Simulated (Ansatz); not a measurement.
# C3HO2 radical (SMILES C#CO[C]=O): single points off equilibrium

How do the functionals fare away from a minimum? The structure is a structure displaced at random from a GFN2-xTB minimum.

Method: single points in def2-TZVPP; program: Ansatz 0.2.0, Gaussian basis.

Correlated methods freeze the cores. Orbitals are unrestricted.

### 1 Where the work starts

SMILES `C#CO[C]=O`, 6 atoms, charge 0, spin multiplicity 2.

Atoms are counted from 1 here; the program's logs count them from 0.

Bond lengths: C1–C2 1.162 Å, C1–H6 1.046 Å, C2–O3 1.337 Å, O3–C4 1.287 Å, C4–O5 1.185 Å. Angles: C2–C1–H6 176.8°, C1–C2–O3 177.5°, C2–O3–C4 119.0°, O3–C4–O5 135.2°.

Geometry (Å):

```
C    -1.33830   -0.40590    0.58290
C    -0.18360   -0.30480    0.49890
O     1.14310   -0.22630    0.35760
C     1.62620    0.38130   -0.66840
O     1.16880    0.96960   -1.58920
H    -2.37750   -0.45100    0.69510
```

### 2 CCSD(T)/def2-TZVPP

File run/in.yaml:

```yaml
crystal:
  periodic: [false, false, false]
  atoms:
    - {symbol: C, position_ang: [-1.338300, -0.405900, 0.582900]}
    - {symbol: C, position_ang: [-0.183600, -0.304800, 0.498900]}
    - {symbol: O, position_ang: [1.143100, -0.226300, 0.357600]}
    - {symbol: C, position_ang: [1.626200, 0.381300, -0.668400]}
    - {symbol: O, position_ang: [1.168800, 0.969600, -1.589200]}
    - {symbol: H, position_ang: [-2.377500, -0.451000, 0.695100]}
basis:
  gaussian: {orbitals: def2-TZVPP}
magnetization: {spin_polarized: true, initial_magnetization: 1}
correlation: {method: ccsd_t}
scf: {omitted_lower_state_checks: [cluster_reference]}
```

No record of the launch command was kept for these runs.

### 3 PBE0-D4/def2-TZVPP

run/in.yaml, as its differences from that of step 2:

```diff
@@ -12,3 +12,3 @@
 magnetization: {spin_polarized: true, initial_magnetization: 1}
-correlation: {method: ccsd_t}
-scf: {omitted_lower_state_checks: [cluster_reference]}
+hamiltonian: {xc: pbe0, dispersion: d4}
+output: {forces: true, orbitals: {seedname: orbitals}}
```

### 4 wB97M-V/def2-TZVPP

run/in.yaml, as its differences from that of step 3:

```diff
@@ -12,3 +12,3 @@
 magnetization: {spin_polarized: true, initial_magnetization: 1}
-hamiltonian: {xc: pbe0, dispersion: d4}
-output: {forces: true, orbitals: {seedname: orbitals}}
+hamiltonian: {xc: {name: wB97M-V}}
+output: {forces: true}
```

### 5 r2SCAN-D4/def2-TZVPP

run/in.yaml, as its differences from that of step 4:

```diff
@@ -12,3 +12,3 @@
 magnetization: {spin_polarized: true, initial_magnetization: 1}
-hamiltonian: {xc: {name: wB97M-V}}
+hamiltonian: {xc: r2scan, dispersion: d4}
 output: {forces: true}
```

### 6 PBE-D4/def2-TZVPP

run/in.yaml, as its differences from that of step 5:

```diff
@@ -12,3 +12,3 @@
 magnetization: {spin_polarized: true, initial_magnetization: 1}
-hamiltonian: {xc: r2scan, dispersion: d4}
+hamiltonian: {xc: pbe, dispersion: d4}
 output: {forces: true}
```

### 7 wB97X-V/def2-TZVPP

run/in.yaml, as its differences from that of step 6:

```diff
@@ -12,3 +12,3 @@
 magnetization: {spin_polarized: true, initial_magnetization: 1}
-hamiltonian: {xc: pbe, dispersion: d4}
+hamiltonian: {xc: {name: wB97X-V}}
 output: {forces: true}
```

### 8 BLYP-D4/def2-TZVPP

run/in.yaml, as its differences from that of step 7:

```diff
@@ -12,3 +12,3 @@
 magnetization: {spin_polarized: true, initial_magnetization: 1}
-hamiltonian: {xc: {name: wB97X-V}}
+hamiltonian: {xc: {name: BLYP}, dispersion: d4}
 output: {forces: true}
```

(Steps that only read results are left out.)

Before running it: what results should come out? Wanted: energy less free atoms, CCSD(T)/def2-TZVPP; RMS force component; HOMO and LUMO, PBE0-D4; T1 diagnostic.

**Answer**, as computed:

| quantity | value |
| --- | --- |
| energy less free atoms, CCSD(T)/def2-TZVPP | -624.7 kcal/mol |
| RMS force component | 1.456 to 1.750 eV/Å over the methods |
| HOMO and LUMO, PBE0-D4 | -7.36 and -2.63 eV |
| T1 diagnostic | 0.020 |

What this shows: Against CCSD(T) the functionals' energies less atoms differ by -70.3 to -25.0 kcal/mol, PBE-D4 by -70.3 kcal/mol. CCSD(T) in triple zeta still lacks some correlation energy of the bonds, so part of these gaps is its own basis error and they don't rank the functionals. No sound CCSD(T) forces are at hand. Among the functionals the RMS force differs by up to 20 %.
